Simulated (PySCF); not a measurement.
**Working with the constants of AlC**

UHF-CCSD(T) constants of AlC, ⁴Σ⁻ (quartet), unpaired electrons σ ↑, π ↑↑ (basis Al 3-21G, C 3-21G; no relativity; PySCF 2.14; masses 26.9815 and 12.0000 u):

```
ωe           : 627.0 cm⁻¹
ωexe         : 3.79 cm⁻¹
Be           : 0.48784 cm⁻¹
αe           : 0.00427 cm⁻¹
De to Al + C : 2.90 eV
```

(1) What force constant and bond length do these constants imply?

(2) Estimate the centrifugal constant D from the Kratzer relation and find the Dunham coefficient a1.

Correlated steps freeze 6 core orbitals. The CCSD T1 diagnostic is raised, a sign that a single reference may not be enough here. 3-21G is very small, so such numbers show the basis as much as the molecule. The state was picked by a PBE0 search and need not be the measured ground state.

Answers

(1) Reduced mass μred = 8.3059 u; k = 5.8918×10⁻⁷·μred·ωe² (u, cm⁻¹, mdyn/Å) = 1.92 mdyn/Å; Re = √(16.8576/(μred·Be)) (u, cm⁻¹, Å) = 2.040 Å.

(2) D = 4Be³/ωe² = 1.18e-06 cm⁻¹; a1 = −1 − αeωe/(6Be²) = -2.87.
